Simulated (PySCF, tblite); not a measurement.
**C4H7FO: infrared bands, NMR shifts and spin-spin couplings**

What infrared bands, NMR shifts and spin-spin couplings should C4H7FO (`CC(C)(F)C=O`) show?

The runs use tblite 0.8.0 and PySCF 2.14.0, with density-fitted response routines of our own; the level of theory stands in each step. All values are computed, except where a source is named. Atoms are numbered from 0 throughout.

**1. Starting geometry**

13 atoms, charge 0, multiplicity 1; geometry from: GFN2-xTB.

Bonds of the start (Å): C0–C1 1.53, C1–C2 1.53, C1–F3 1.39, C1–C4 1.52, C4–O5 1.20, C0–H6 1.09, C0–H7 1.09, C0–H8 1.09, C2–H9 1.09, C2–H10 1.09, C2–H11 1.09, C4–H12 1.11.

**2. Infrared spectrum with GFN2-xTB**

The job: settings as JSON, then the geometry in Å.

```
{"job": {"kind": "ir", "xc": "GFN2-xTB", "basis": "xTB"}, "charge": 0, "multiplicity": 1}
C     -1.017708    -0.912220    -0.337282
C      0.051404     0.179103    -0.334403
C      1.349769    -0.278930     0.322623
F      0.321255     0.527951    -1.654635
C     -0.488897     1.416636     0.359079
O     -0.741991     1.478690     1.526656
H     -0.629177    -1.806704    -0.817926
H     -1.893756    -0.572487    -0.885373
H     -1.302335    -1.141081     0.685394
H      2.101589     0.503587     0.247535
H      1.163045    -0.493201     1.370603
H      1.721587    -1.171723    -0.173739
H     -0.639173     2.270864    -0.326261
```

**Question.** This job is followed by: GIAO PBE0/pcSseg-1 NMR shielding, non-relativistic, gas phase; B3LYP/pcJ-1 indirect spin-spin coupling, non-relativistic, gas phase. What will the session give for the following? strongest single infrared mode (GFN2-xTB); zero-point energy (GFN2-xTB); ¹³C shifts against TMS (PBE0/pcSseg-1, means over atoms taken as alike); ¹H shifts against TMS (PBE0/pcSseg-1, means over atoms taken as alike); ¹⁹F shifts against CFCl3 (PBE0/pcSseg-1); ¹⁷O shifts against H2O (PBE0/pcSseg-1); largest coupling of the table (B3LYP/pcJ-1).

**Answer**, as computed:

```
                                                               quantity                     value
                              strongest single infrared mode (GFN2-xTB)     1800 cm⁻¹, 216 km/mol
                                           zero-point energy (GFN2-xTB)             63.8 kcal/mol
¹³C shifts against TMS (PBE0/pcSseg-1, means over atoms taken as alike)    215.5, 100.3, 25.8 ppm
 ¹H shifts against TMS (PBE0/pcSseg-1, means over atoms taken as alike)           10.47, 1.42 ppm
                               ¹⁹F shifts against CFCl3 (PBE0/pcSseg-1)                -188.5 ppm
                                 ¹⁷O shifts against H2O (PBE0/pcSseg-1)                 688.8 ppm
                            largest coupling of the table (B3LYP/pcJ-1)  ¹J(C,F) C1–F3, -228.8 Hz
```

No mode is imaginary among the 33: a minimum at this level. The strongest single mode, at 1800 cm⁻¹, moves mainly C4 and O5. Unscaled tight-binding wavenumbers are off by several per cent, some by more. Its intensities can rank the bands wrongly. C4 (aldehyde carbonyl carbon) lies farthest downfield among carbon, at 215.5 ppm; low-lying n→π* states of the double bond to the heteroatom give a large paramagnetic term (-278 ppm). H12 (hydrogen on an aldehyde carbonyl carbon) lies farthest downfield among hydrogen, at 10.47 ppm; the C=O anisotropy and electron withdrawal place aldehyde protons far downfield. At PBE0/pcSseg-1: The largest span, 1378 ppm, is at O5, where the paramagnetic term is -752 ppm. Of the pairs tabulated at B3LYP/pcJ-1, C1–F3 couples most strongly (-228.8 Hz; Fermi contact -274.7 Hz). Couplings across rotatable bonds belong to this one conformer; where others are populated, the observed values are averages.
